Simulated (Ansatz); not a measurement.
A made-up structure of SiHSO (charge -1), closed shell:

O1  (0.055, -1.309, 0.750)
Si2  (0.442, 0.251, -0.760)
S3  (0.539, 0.342, 0.970)
H4  (-1.036, 0.716, -0.960)
(Å)

It is relaxed with PBE-D4/def2-SVPD and then PBE0-D4/def2-TZVPD (Ansatz 0.2.0). Atoms count as bonded within 1.22 times the sum of their covalent radii (H–H: 0.88 Å). The end point is not checked to be a true minimum.

(1) Does its bonding change? (A judgement: the text doesn't fix the answer.)

Answers

(1) Computed: Yes. Formed: O1–Si2; broken: none.

Where it ends: The first stage lowers the energy by 3.77 eV in 8 steps. It ends as SiHSO ([O]1[SiH][S]1), total charge -1:
| atom | x (Å) | y (Å) | z (Å) |
| --- | --- | --- | --- |
| O1 | 0.0761 | -1.0554 | 0.4779 |
| Si2 | 0.3659 | 0.0393 | -0.8370 |
| S3 | 0.6183 | 0.3538 | 1.3307 |
| H4 | -1.0603 | 0.6623 | -0.9716 |

Labels in which every atom is bracketed show which atoms are joined, not bond orders.

For scale, one of the runs: PBE0-D4/def2-TZVPD relaxation, 138 basis functions, launched by `ansatz run in.yaml --threads 2 --pin off --events-out ev --progress --plain --max-ram 4352MiB`. Hardware: 2 CPU threads of an Arm Neoverse V2, shared host. Wall time about 13 s.
